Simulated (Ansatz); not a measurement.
`[BH3-][OH+][SiH3]`. Charge 0, multiplicity 1.

```
atom   x (Å)   y (Å)   z (Å)
  B1  -0.417   1.347   0.211
  O2  -0.184   0.052  -0.792
 Si3   0.566  -1.219   0.050
  H4  -1.567   1.259   0.567
  H5  -0.134   2.315  -0.444
  H6   0.385   1.084   1.089
  H7  -0.930  -0.134  -1.368
  H8  -0.159  -1.511   1.302
  H9   1.968  -0.820   0.265
 H10   0.472  -2.373  -0.881
```

Q: What are the harmonic wavenumbers in cm⁻¹ at PBE0-D4/def2-TZVP (Ansatz, finite differences of forces, unscaled)? (Estimate.)

A: Computed: 118, 167, 252, 391, 542, 671, 696, 755, 921, 934, 943, 962, 974, 1120, 1156, 1184, 1207, 2231, 2283, 2308, 2437, 2517, 2575, 3885.

Q: Is this a minimum?

A: Yes, all 24 modes are real.

Q: Give the ideal-gas thermochemistry at 298.15 K and 1 bar (rigid rotor, harmonic oscillator; point group C1, symmetry number 1).

A: Zero-point energy 186.8 kJ/mol; H(298) − E = 204.4 kJ/mol; entropy 303.6 J/(mol·K), of which translation 160.3, rotation 99.2, vibration 44.1; G(298) − E = 113.9 kJ/mol.
